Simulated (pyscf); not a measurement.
Thermochemistry of product channels of SiH₂ (SMILES [SiH2]) [singlet] + HF (SMILES F) on the singlet surface, in eV, from ωB97M-D3(BJ)/def2-TZVP energies (ideal gas, 1 atm, RRHO with modes under 100 cm⁻¹ raised to 100, one conformer, R ln 2 for rigid chiral ones). Single points on ωB97X-D3(BJ)/def2-SVP structures (PySCF, gas phase).

```json
[
 {"products": "F–SiH: (SMILES F[SiH]) [singlet] + H₂ (SMILES [H][H])", "ΔE": "-1.54", "ΔH(298 K)": "-1.61", "ΔG(298 K)": "-1.58", "ΔG(900 K)": "-1.52"},
 {"products": "F–SiH₃ (SMILES F[SiH3])", "ΔE": "-3.74", "ΔH(298 K)": "-3.64", "ΔG(298 K)": "-3.20", "ΔG(900 K)": "-2.29"}
]
```

These are energies of the channels, which say nothing of barriers.
